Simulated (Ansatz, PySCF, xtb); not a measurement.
Acid–base and redox partners of N[SiH3]. All species are isolated molecules in the gas phase. One relaxed conformer stands for each flexible species; it need not be the lowest. Strings in code marks are SMILES.

Quantity: bond dissociation enthalpy (X–H) at 298 K, in eV. HF references are unrestricted for open shells and restricted for singlets. Thermal and zero-point terms are GFN2-xTB rigid-rotor harmonic values (xtb).

Level 1: frozen-core MP2/cc-pVTZ // PBE0-D4/def2-TZVP (Ansatz, a first-principles code)
Level 2: B3LYP/3-21G // PBE0-D4/def2-TZVP (PySCF)
Level 3: BP86/6-31G* // PBE0-D4/def2-TZVP (PySCF)
Level 4: PBE/6-31G* // PBE0-D4/def2-TZVP (PySCF)

```json
[
 {"species": "H atom removed from N1: `[NH][SiH3]`", "level 2": "4.70", "level 3": "4.60", "level 4": "4.50"}
]
```

Q: What does level 1 give for each?

A: 
- H atom removed from N1: `[NH][SiH3]`: 4.81
